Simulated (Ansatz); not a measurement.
**BCl: taking an electron away**

Aim: the vertical ionisation energy of BCl, as cation minus neutral at the neutral's geometry, on several levels, and how well −ε(HOMO) stands in for it.

Computed with Ansatz 0.2.0, Gaussian basis. Level: unrestricted cation, the program's frozen cores in correlated methods.

The runs, in order: UKS PBE-D4/def2-TZVPP; UKS r2SCAN-D4/def2-TZVPP; UKS PBE0-D4/def2-TZVPP; UKS B3LYP-D4/def2-TZVPP; UKS wB97X-V/def2-TZVPP; UKS wB97M-V/def2-TZVPP; UKS B2PLYP/def2-TZVPP; UHF-CCSD(T)/def2-TZVPP; UHF-CCSD(T)/def2-QZVPP; extrapolation to the limit; then −ε(HOMO) from the neutral's earlier runs with LDA (SPW92), PBE-D4, revPBE-D4, BLYP-D4, r2SCAN-D4, B97M-V, PBE0-D4, B3LYP-D4, r2SCANh-D4, r2SCAN0-D4, HSE06-D4, BHLYP-D4, CAM-B3LYP-D4, LC-ωPBE, ωB97X-V, ωB97M-V.

### 1 Structure used throughout

An earlier PBE0-D4/def2-TZVP relaxation fixed the geometry.

SMILES `[B]Cl`, 2 atoms, charge 0, spin multiplicity 1.

Atoms are counted from 1 here; the program's logs count them from 0.

Bond lengths: B1–Cl2 1.718 Å.

### 2 Cation, UKS PBE-D4/def2-TZVPP

in.yaml

```yaml
crystal:
  periodic: [false, false, false]
  atoms:
    - {symbol: B, position_ang: [-0.000000, -0.000000, -0.069701]}
    - {symbol: Cl, position_ang: [0.000000, 0.000000, 1.648231]}
basis:
  gaussian: {orbitals: def2-TZVPP}
total_charge: 1
magnetization: {spin_polarized: true, initial_magnetization: 1}
hamiltonian: {xc: pbe, dispersion: d4}
```

On the command line:

```
ansatz run in.yaml --threads 2 --pin off --events-out ev --progress --plain --max-ram 22528MiB --backend cpu
```

The runs that follow: Cation, UKS r2SCAN-D4/def2-TZVPP; Cation, UKS PBE0-D4/def2-TZVPP; Cation, UKS B3LYP-D4/def2-TZVPP; Cation, UKS wB97X-V/def2-TZVPP; Cation, UKS wB97M-V/def2-TZVPP; Cation, UKS B2PLYP (frozen core)/def2-TZVPP; Cation, UHF-CCSD(T)/def2-TZVPP; Cation, UHF-CCSD(T)/def2-QZVPP.

**Question.** What will the summary of the whole plan be? Wanted: ionisation energy, CCSD(T)/CBS; nearest functional by difference; nearest −ε(HOMO); −ε(HOMO) of PBE; T1 of the cation.

As calculated:

| quantity | value |
| --- | --- |
| ionisation energy, CCSD(T)/CBS | 10.23 eV |
| nearest functional by difference | ωB97M-V (-0.08 eV) |
| nearest −ε(HOMO) | LC-ωPBE (+0.03 eV) |
| −ε(HOMO) of PBE | 6.24 eV |
| T1 of the cation | 0.024 |

**Reading.** By cation minus neutral, the functionals miss by 0.47 eV at most. −ε(HOMO) of PBE misses by 4.0 eV, since self-interaction lifts the level. Among orbital estimates LC-ωPBE comes nearest. Hartree-Fock falls 1.23 eV short, as the neutral has more correlation energy than the cation.
